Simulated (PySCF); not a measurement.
# Structure from NMR data

The spectra below were simulated for a compound C2H7N.

$^{1}$H NMR (300 MHz, computed): δ 2.45 (s, 6H), -0.11 (br s, 1H).

$^{13}$C{$^{1}$H} NMR (computed): δ 41.9 (CH3, 2C).

Computed data (PySCF 2.14.0 with density-fitted response routines): B3LYP/pcJ-2 coupling constants, PBE0-D3(BJ)/def2-TZVP structure, σ from GIAO-B97-2/pcSseg-2. Relativity neglected, single conformer, in vacuum, one averaged value for each set of equivalent atoms.

δ = σ(ref) − σ, references computed at the same level: $^{1}$H and $^{13}$C vs TMS.

Propose a structure and justify it.

Answers


The formula gives 0 degrees of unsaturation. 1 carbon signal for 2 carbons: some carbons are equivalent by symmetry or fast rotation. Carbon types of the structure: 2 × CH3, leaving 1 H on heteroatoms. δC 41.9: methyl carbon bonded to N; pulled downfield by the heteroatom. δH 2.45: hydrogen on a methyl carbon bonded to N; its carbon carries N, which withdraws density. δH -0.11: hydrogen on an amine nitrogen; labile proton, position sensitive to the medium.

These data were computed for SMILES N(C)C.

The OH or NH signal is concentration- and solvent-dependent in practice; the value given is the gas-phase one. Shifts are as computed. Against solution values, carbons near 30 ppm lie about +3 ppm off and those near 130 ppm about +7 ppm. Of 1211 compounds with measured shifts, 218 miss one by over three times the rms of a fit or turn the order of signals round; such compounds aren't used in these exercises. Couplings to exchangeable protons are dropped.
